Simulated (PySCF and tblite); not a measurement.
Values are calculated unless marked as measured or tabulated.
System: C₅H₈F (charge +1), numbered as in [CH3:1]/[CH:2]=[CH:3]\[CH+:4][CH2:5][F:6].

Geometries: B3LYP-D3(BJ)/def2-SVP; energies: PBE0/pcSseg-1 + D3(BJ); zero-point and thermal terms from GFN2-xTB harmonic modes (soft modes blended into free rotors). Rates follow Eyring's equation with the number of equivalent paths and no tunnelling. (PySCF 2.14 with density fitting, tblite 0.8.)

The ion is treated without a counter-ion.

(1) Estimate the barrier and the room-temperature rate of the rotation about the C3–C4 bond (torsion C2–C3–C4–C5 from -180° to -15°, rising).

Results:

(1) The electronic barrier is 33.3 kcal/mol and ΔG‡(298 K) 31.3 kcal/mol, over a C1 saddle with an imaginary mode of 858i cm⁻¹ (GFN2-xTB). With 2 equivalent paths, k is 1.4×10⁻¹⁰ s⁻¹, a mean lifetime of the start of 220 years against this motion. The end lies 5.7 kcal/mol above the start in free energy.
